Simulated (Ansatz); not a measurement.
A made-up structure of BSiH$_{3}$O, singlet:

```csv
atom,x (Å),y (Å),z (Å)
B1,0.2535,-0.5269,-0.8574
Si2,-0.2354,0.4802,0.8018
O3,-0.4596,1.9858,0.7443
H4,-0.5923,-0.9660,-1.5763
H5,1.3963,-0.6591,-1.1762
H6,0.4378,-0.7968,0.2452
```

It is relaxed with PBE-D4/def2-SVP and then PBE0-D4/def2-TZVP (Ansatz 0.2.0). Atoms count as bonded within 1.22 times the sum of their covalent radii (H–H: 0.88 Å). The end point is not checked to be a true minimum.

Problem. Does its bonding change? (A judgement: the text doesn't fix the answer.)

Solution. By the calculation: Yes. Formed: none; broken: Si2–H6.

Where it ends: The first stage lowers the energy by 3.74 eV in 10 steps. It ends as BSiH₃O ([BH3][Si][O]):
B1  (0.341, -0.749, -0.691)
Si2  (-0.169, 0.896, 0.262)
O3  (-0.560, 2.151, 0.990)
H4  (-0.629, -0.898, -1.391)
H5  (1.354, -0.379, -1.231)
H6  (0.464, -1.504, 0.243)
(Å)

Labels in which every atom is bracketed show which atoms are joined, not bond orders.

For scale, one of the runs: PBE0-D4/def2-TZVP relaxation, 117 basis functions, launched by `ansatz run in.yaml --threads 2 --pin off --events-out ev --progress --plain --max-ram 4352MiB`. The run took about 11 s on 2 CPU threads of an Arm Neoverse V1 (shared host).
